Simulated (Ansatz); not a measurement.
`CC1OCCCO1` at its PBE0-D4/def2-TZVP geometry, where that method's forces vanish. The species carries charge 0 and has multiplicity 1.

```json
{"atom": "C1", "x (Å)": "-1.5192", "y (Å)": "1.0634", "z (Å)": "-0.6650"}
{"atom": "C2", "x (Å)": "-0.1940", "y (Å)": "0.5120", "z (Å)": "-1.1641"}
{"atom": "O3", "x (Å)": "0.9096", "y (Å)": "1.0635", "z (Å)": "-0.4911"}
{"atom": "C4", "x (Å)": "1.0628", "y (Å)": "0.5948", "z (Å)": "0.8336"}
{"atom": "C5", "x (Å)": "1.1361", "y (Å)": "-0.9193", "z (Å)": "0.8532"}
{"atom": "C6", "x (Å)": "-0.0675", "y (Å)": "-1.4698", "z (Å)": "0.1139"}
{"atom": "O7", "x (Å)": "-0.1613", "y (Å)": "-0.8929", "z (Å)": "-1.1730"}
{"atom": "H8", "x (Å)": "-1.7208", "y (Å)": "0.8118", "z (Å)": "0.3766"}
{"atom": "H9", "x (Å)": "-2.3295", "y (Å)": "0.6610", "z (Å)": "-1.2748"}
{"atom": "H10", "x (Å)": "-1.5148", "y (Å)": "2.1505", "z (Å)": "-0.7572"}
{"atom": "H11", "x (Å)": "-0.0543", "y (Å)": "0.7996", "z (Å)": "-2.2084"}
{"atom": "H12", "x (Å)": "1.9807", "y (Å)": "1.0502", "z (Å)": "1.2085"}
{"atom": "H13", "x (Å)": "0.2364", "y (Å)": "0.9448", "z (Å)": "1.4692"}
{"atom": "H14", "x (Å)": "1.1587", "y (Å)": "-1.2903", "z (Å)": "1.8820"}
{"atom": "H15", "x (Å)": "2.0512", "y (Å)": "-1.2451", "z (Å)": "0.3507"}
{"atom": "H16", "x (Å)": "-0.9857", "y (Å)": "-1.2875", "z (Å)": "0.6910"}
{"atom": "H17", "x (Å)": "0.0117", "y (Å)": "-2.5464", "z (Å)": "-0.0451"}
```

Q: For each bond, give half the difference of the two atoms' forces along it (eV/Å; positive pushes the atoms apart) under PBE-D4, r2SCAN-D4, B3LYP-D4, ωB97M-V in def2-TZVPP. (Best estimate.)

A: Ansatz gave: 
```json
{"bond": "C1–C2", "length (Å)": "1.520", "PBE-D4": "-0.08", "r2SCAN-D4": "0.00", "B3LYP-D4": "0.10", "ωB97M-V": "0.08"}
{"bond": "C1–H8", "length (Å)": "1.090", "PBE-D4": "0.10", "r2SCAN-D4": "-0.05", "B3LYP-D4": "-0.08", "ωB97M-V": "-0.08"}
{"bond": "C1–H9", "length (Å)": "1.091", "PBE-D4": "0.09", "r2SCAN-D4": "-0.03", "B3LYP-D4": "-0.07", "ωB97M-V": "-0.06"}
{"bond": "C2–O3", "length (Å)": "1.405", "PBE-D4": "0.31", "r2SCAN-D4": "0.21", "B3LYP-D4": "0.20", "ωB97M-V": "0.12"}
{"bond": "C2–O7", "length (Å)": "1.405", "PBE-D4": "0.31", "r2SCAN-D4": "0.21", "B3LYP-D4": "0.20", "ωB97M-V": "0.12"}
{"bond": "C2–H11", "length (Å)": "1.092", "PBE-D4": "0.09", "r2SCAN-D4": "-0.10", "B3LYP-D4": "-0.26", "ωB97M-V": "-0.20"}
{"bond": "O3–C4", "length (Å)": "1.413", "PBE-D4": "0.31", "r2SCAN-D4": "0.26", "B3LYP-D4": "0.25", "ωB97M-V": "0.19"}
{"bond": "C4–C5", "length (Å)": "1.516", "PBE-D4": "-0.01", "r2SCAN-D4": "0.05", "B3LYP-D4": "0.15", "ωB97M-V": "0.12"}
{"bond": "C4–H12", "length (Å)": "1.091", "PBE-D4": "0.08", "r2SCAN-D4": "-0.08", "B3LYP-D4": "-0.19", "ωB97M-V": "-0.14"}
{"bond": "C5–C6", "length (Å)": "1.516", "PBE-D4": "-0.01", "r2SCAN-D4": "0.05", "B3LYP-D4": "0.15", "ωB97M-V": "0.12"}
{"bond": "C5–H14", "length (Å)": "1.094", "PBE-D4": "0.06", "r2SCAN-D4": "-0.05", "B3LYP-D4": "-0.11", "ωB97M-V": "-0.10"}
{"bond": "C5–H15", "length (Å)": "1.094", "PBE-D4": "0.10", "r2SCAN-D4": "-0.05", "B3LYP-D4": "-0.10", "ωB97M-V": "-0.11"}
{"bond": "C6–O7", "length (Å)": "1.413", "PBE-D4": "0.31", "r2SCAN-D4": "0.26", "B3LYP-D4": "0.25", "ωB97M-V": "0.19"}
{"bond": "C6–H16", "length (Å)": "1.100", "PBE-D4": "0.08", "r2SCAN-D4": "-0.07", "B3LYP-D4": "-0.12", "ωB97M-V": "-0.13"}
```

B3LYP here is the variant with VWN-RPA as its local correlation; programs differ in this.
